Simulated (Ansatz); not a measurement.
## ClF: a test of scalar relativity, step by step

Computed with the Python package of Ansatz (0.2.0).

The cells in order, each with its output:

```python
import ansatz as az
import numpy as np
```

```python
GEOMETRY = '''
F     0.81430    0.00000    0.00000
Cl   -0.81430    0.00000    0.00000
'''
```

```python
system = az.Crystal.molecule()
for line in GEOMETRY.strip().splitlines():
    symbol, *xyz = line.split()
    system = system.atom(symbol, [float(v) for v in xyz])
```

```python
model = system.calculation().functional('pbe0').forces()
# a set contracted for a scalar-relativistic Hamiltonian goes with the relativistic run
sets = {'none': 'cc-pVTZ', 'scalar': 'cc-pVTZ-DK'}
found = {kind: model.basis(gaussian=basis).pseudopotentials(relativity=kind).run(threads=1, pin='off').report for kind, basis in sets.items()}
for kind, each in found.items():
    dipole = 4.803205 * np.linalg.norm(each['charge_distribution']['dipole_moment_e_ang'])
    print(f'{kind:7s} E = {each["free_energy_ev"]:.4f} eV  dipole {dipole:.3f} D  largest force component {np.abs(each["forces_ev_ang"]).max():.4f} eV/A')
print(f'relativity lowers the total energy by {found["none"]["free_energy_ev"] - found["scalar"]["free_energy_ev"]:.3f} eV')
```

    none    E = -15232.0780 eV  dipole 0.902 D  largest force component 0.0789 eV/A
    scalar  E = -15273.0895 eV  dipole 0.913 D  largest force component 0.0574 eV/A
    relativity lowers the total energy by 41.012 eV

The total moves by -41.0 eV, nearly all in the cores, and the dipole from 0.90 to 0.91 D.

Caveats:
- Total energies depend on the basis set; only differences at equal settings carry meaning.
- The geometry is a force-field or estimated start, not a minimum of this method. The basis set changes with the Hamiltonian (a set recontracted for scalar relativity), and most of the change in the total lies in the cores.
- Timing: 1.9 s on 1 thread of Arm Neoverse V1, with other jobs on the host, peak memory 0.17 GiB.
